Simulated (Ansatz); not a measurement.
# H₂Cl (doublet): from Hartree-Fock to the top rungs at distance Cl1–H2 along a hydrogen transfer = 1.569 Å, cc-pVDZ

Aim: climb from Hartree-Fock through coupled cluster and multireference methods for H₂Cl (doublet) at one geometry and basis, and see what each rung misses.

Method: cc-pVDZ, core rule «outside noble gas», up to 5 orbitals frozen; program: Ansatz 0.2.0, Gaussian basis.

To be run: UHF; CCSD(T) on ROHF; CCSD(T) on UHF; BCCD(T) on ROHF; CISD; CCSDT(Q) on ROHF; CCSDT(Q) on UHF; CISDTQ; CCSDTQ on ROHF; CCSDTQ on UHF; CASSCF and MRCISD+Q, 3 electrons in 3 orbitals; CASSCF and NEVPT2, 3 electrons in 3 orbitals; CASSCF and MRCISD+Q, 9 electrons in 6 orbitals; CASSCF and NEVPT2, 9 electrons in 6 orbitals; Full CI.

## Step 1: What is computed

The geometry derives from fragments relaxed apart (PBE0/def2-TZVP) and kept rigid, so it is no stationary point. A hydrogen atom is moved between rigid fragments.

3 atoms, charge 0, spin multiplicity 2.

Atoms are counted from 1 here; the program's logs count them from 0.

Bond lengths: Cl1–H2 1.569 Å, H2–H3 0.745 Å. Angles: Cl1–H2–H3 180.0°.

As a file:

```xyz
3
charge 0, multiplicity 2
Cl    0.0000    0.0000   -1.2943
H     0.0000    0.0000    0.2747
H     0.0000    0.0000    1.0197
```

## Step 2: UHF

The input, in.yaml:

```yaml
crystal:
  periodic: [false, false, false]
  atoms:
    - {symbol: Cl, position_ang: [0.000000, 0.000000, -1.294333]}
    - {symbol: H, position_ang: [0.000000, 0.000000, 0.274667]}
    - {symbol: H, position_ang: [0.000000, 0.000000, 1.019667]}
basis:
  gaussian: {orbitals: cc-pVDZ}
magnetization: {spin_polarized: true, initial_magnetization: 1}
hamiltonian: {xc: hf}
output: {orbitals: {seedname: orbitals}}
```

Run with:

```sh
ansatz run in.yaml --threads 1 --pin off --events-out ev --progress --plain --max-ram 4096MiB --backend cpu
```

Further steps of the session: CCSD(T) on ROHF; CCSD(T) on UHF; BCCD(T) on ROHF; CISD; CCSDT(Q) on ROHF; CCSDT(Q) on UHF; CISDTQ; CCSDTQ on ROHF; CCSDTQ on UHF; CASSCF and MRCISD+Q, 3 electrons in 3 orbitals; CASSCF and NEVPT2, 3 electrons in 3 orbitals; CASSCF and MRCISD+Q, 9 electrons in 6 orbitals; CASSCF and NEVPT2, 9 electrons in 6 orbitals; Full CI.

**Question.** What will the summary of the whole plan be? Wanted: FCI below the RHF energy; RMP2 from FCI; UMP2 from FCI; RCCSD from FCI; RCCSD(T) from FCI; UCCSD(T) from FCI; RCCSDT(Q) from FCI; UCCSDT(Q) from FCI; NEVPT2 pair from FCI.

As calculated:

| quantity | value |
| --- | --- |
| FCI below the RHF energy | -4.9783 eV |
| RMP2 from FCI | +66.9 kJ/mol |
| UMP2 from FCI | +68.7 kJ/mol |
| RCCSD from FCI | +7.8 kJ/mol |
| RCCSD(T) from FCI | +1.5 kJ/mol |
| UCCSD(T) from FCI | +1.5 kJ/mol |
| RCCSDT(Q) from FCI | 0.0 kJ/mol |
| UCCSDT(Q) from FCI | 0.0 kJ/mol |
| NEVPT2 pair from FCI | +60.9 kJ/mol |
| NEVPT2 valence from FCI | +97.3 kJ/mol |
| MRCISD+Q valence from FCI | -0.1 kJ/mol |
| levels within 1 kcal/mol (43 meV) | RCCSD(T), UCCSD(T), BCCD(T), RCCSDT, UCCSDT, CISDTQ, RCCSDT(Q), UCCSDT(Q), RCCSDTQ, UCCSDTQ, MRCISD+Q valence |
| T1 diagnostic | 0.021 |
| effectively unpaired electrons | 1.03 |

In words: RCCSD(T) misses by +1.5 kJ/mol, 0.3 % of the correlation energy. One determinant dominates. Of the multireference levels listed MRCISD+Q valence comes nearest in total energy (-0.1 kJ/mol), which doesn't show that its space is the better one. These misses are within one basis, not against nature; the frozen cores of restricted and unrestricted runs differ, which can shift their rows.
